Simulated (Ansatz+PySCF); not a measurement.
Results of a calculation; reference values are marked as such.
**Several solutions for doublet H₄O₂(-)**

```xyz
6

O    -1.4561   -0.1570    0.0000
H    -1.9051    0.6936    0.0000
H    -0.5160    0.0878    0.0000
O     1.3735    0.1618    0.0000
H     1.5409   -0.4099   -0.7584
H     1.5409   -0.4099    0.7584
```

Basis set: aug-cc-pVDZ (spherical functions). Charge -1, multiplicity 2.

CASSCF(3,3) was run from several starts with Ansatz (development build ahead of 0.2.0) and PySCF 2.14.0. The starts are those of the Hartree–Fock orbitals from which the active space was taken at the frontier.

```csv
run,program,start,converged,energy (hartree),<S²>
A,Ansatz,search for the lowest state,yes,-152.07905,0.75
B,PySCF,program defaults,yes,-152.05795,0.75
C,Ansatz,"atomic start, no search",yes,-152.07905,0.75
D,Ansatz,stability test followed,yes,-152.07905,0.75
```

Task: Which runs reached the lowest solution of this kind, and what is wrong with the others?

Result: A, C, D reached the lowest solution found. Converged but too high: B by 0.57 eV. Convergence only shows a stationary point; in CASSCF the end hangs on which orbitals enter the active space. Caution: other starts end on other solutions of this active space.
